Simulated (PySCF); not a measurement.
Core-level binding energies of `O=[PH2][O-]`

H2O2P (charge -1).
Geometry (GFN2-xTB, Å), atoms numbered from 1 in this order:
```
atom  x, y, z in Å
O1    -0.7482    1.3220    0.0038
P2     0.0369    0.0693   -0.0056
O3     1.5115    0.1619   -0.0595
H4    -0.3587   -0.7599    1.0663
H5    -0.4329   -0.7904   -1.0223
```

Method used: delta-SCF UKS SCAN, pcX-2 on the ionised atom, pcseg-1 elsewhere, spin-free X2C in PySCF. Vertical ΔSCF values, vacuum level as zero.

Task: What binding energy does each computed site have?

Result: 
```
atom(s)    bonded to    level  binding energy (eV)  2p1/2 (eV)  count
     P2  2 O and 2 H  P 2p3/2               132.12      133.02      1
  O1/O3            P     O 1s               530.47           –      2
     P2  2 O and 2 H     P 1s              2146.22           –      1
```

Task: Give the binding energy of P 1s of P2 in hartree and in kJ/mol.

Result: 2146.22 eV = 78.8721 Eh = 207079 kJ/mol.

Atoms equivalent by their bonding share one computed value, that of the first of them. Spin–orbit and ligand-field terms were added within each 2p shell after the spin-free SCF. 2p1/2 minus 2p3/2 (ligand field included): P 0.89 eV. The species carries charge -1, so core ionisation leaves a neutral species. The basis sets have no added diffuse functions. Geometry: GFN2-xTB; no solvent, vibrations or thermal averaging.

The run took 3.9 s of wall time on one thread of an Arm Neoverse V2, no GPU, on a shared host.
